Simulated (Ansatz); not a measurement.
C$_{2}$H$_{6}$Al (`C[CH2][AlH]`) radical, relaxed with UKS PBE0-D4/def2-TZVP in the Gaussian-basis code of Ansatz from a PBE-D4/def2-SVP geometry. The force threshold is 0.005 eV/Å; the program also tests the step.

The species carries charge 0 and has multiplicity 2.

Start:

```xyz
9

C     0.005    0.519    0.829
C     0.026    0.350   -0.697
Al   -0.073   -1.542   -1.335
H    -0.922    0.109    1.281
H     0.068    1.587    1.135
H     0.852   -0.008    1.317
H    -0.807    0.910   -1.181
H     0.947    0.795   -1.142
H    -0.095   -2.720   -0.208
```

**Question.** How much energy does the relaxation release, and in how many steps? (Best estimate.)

**Answer.** The calculation gave: 2.92 kJ/mol, in 4 steps.

**Question.** Which bonds change most? (An estimate is asked.)

**Answer.** Ansatz gave: C2–Al3 from 1.999 to 1.978 Å; Al3–H9 from 1.630 to 1.612 Å; C2–H7 from 1.115 to 1.097 Å; C1–H5 from 1.112 to 1.095 Å.

**Question.** Give the relaxed structure. (Estimate.)

**Answer.** Computed: 
```xyz
9

C     0.005    0.515    0.823
C     0.025    0.347   -0.695
Al   -0.075   -1.528   -1.319
H    -0.912    0.112    1.263
H     0.070    1.567    1.120
H     0.838   -0.009    1.299
H    -0.798    0.903   -1.162
H     0.935    0.787   -1.124
H    -0.089   -2.693   -0.205
```
